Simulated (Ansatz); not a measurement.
Energy needed to pull apart CHNO (SMILES N#CO), closed shell, into free ground-state atoms, from the structure below (displaced at random from a GFN2-xTB minimum); no zero-point or spin–orbit terms; open-shell atoms are treated unrestricted, in their ground-state multiplicity.

```
4
angstrom
N -1.3892 -0.0848 0.8524
C -0.4801 0.0963 0.2501
O 0.5797 0.3608 -0.5172
H 1.1690 -0.3957 -0.6081
```

Computed with Ansatz 0.2.0 (basis: def2-TZVPP); correlated methods freeze the cores.

| method | atomization energy (kJ/mol) |
| --- | --- |
| SPW92 | 2045 |
| PBE-D4 | 1793 |
| revPBE-D4 | 1722 |
| r2SCAN-D4 | ? |
| PBE0-D4 | ? |
| wB97M-V | 1704 |
| HF | 1012 |
| MP2 | 1703 |
| CCSD | 1575 |
| CCSD(T) | 1622 |

Q: What does r2SCAN-D4 give? (An estimate is asked for; the value comes from the calculation.)

A: The calculation gives: 1685 kJ/mol, which is about 63 kJ/mol more than CCSD(T)/def2-TZVPP.

Q: What does PBE0-D4 give? (To be estimated.)

A: By the calculation: 1700 kJ/mol, which is about 77 kJ/mol more than CCSD(T)/def2-TZVPP.

In triple zeta the MP2 and coupled-cluster atomization energies are still short of their basis limit by a few kcal/mol a bond, whereas those of the functionals are nearly converged, so these differences are not deviations from converged CCSD(T).

T1 diagnostic: at most 0.014.

For scale, one of the runs: CCSD(T)/def2-TZVPP forces, 107 basis functions (an equivalent command: `ansatz run in.yaml --threads 4`). Hardware: 4 CPU threads, shared host. Wall time 8.5 s; peak host memory 0.67 GiB.
